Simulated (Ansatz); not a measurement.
The first iterations of a band of BH$_{5}$OS (8 atoms, charge 0, multiplicity 1).

All numbers below come from UKS BLYP/6-31G (Ansatz 0.2.0).

```json
{
  "movable images": "5",
  "climbing image": "yes",
  "spring": "5.0 eV/Å²",
  "optimiser": "quadratic models (default)",
  "start path": "through a guess of the saddle point",
  "force threshold": "0.03 eV/Å",
  "iteration limit": "60",
  "end points": "relaxed"
}
```

First end point:

```xyz
8
Properties=species:S:1:pos:R:3
B -0.089 -0.459 -0.549
S 1.646 0.424 -0.523
H 0.034 -1.641 -0.364
H -0.864 -0.065 -1.371
H -0.020 0.554 1.466
O -0.766 0.118 0.971
H 1.306 1.621 -1.148
H -1.246 -0.552 1.517
```

Last end point:

```xyz
8
Properties=species:S:1:pos:R:3
B -1.054 -1.206 -0.462
S 1.902 2.074 0.541
H -1.832 -2.087 -0.208
H -0.734 -0.900 -1.571
H 0.945 1.052 0.495
O -0.463 -0.469 0.557
H 1.940 2.231 -0.840
H -0.704 -0.695 1.487
```

| iteration | highest image above the first end (eV) | largest band force component (eV/Å) |
| --- | --- | --- |
| 1 | 1.702 | 4.497 |
| 2 | 0.772 | 2.240 |
| 3 | 0.702 | 1.878 |
| 4 | 0.943 | 2.640 |
| 5 | 0.862 | 1.315 |
| 6 | 0.731 | 1.388 |

Q: Does the band converge within its limit, and where does its top end?

A: It converged. It ended after 20 iterations with the highest image 0.595 eV above the first end. A vibrational analysis at the climbing image gives one clearly imaginary mode, 916i cm⁻¹: a first-order saddle point. The orbitals stay closed-shell, which can raise the energy where a bond breaks towards radicals; this wasn't checked here. Limits of this set-up: no polarisation functions.

The run took 2.9 min on 1 thread of Arm Neoverse V2, on a shared host, peak memory 0.1 GiB.
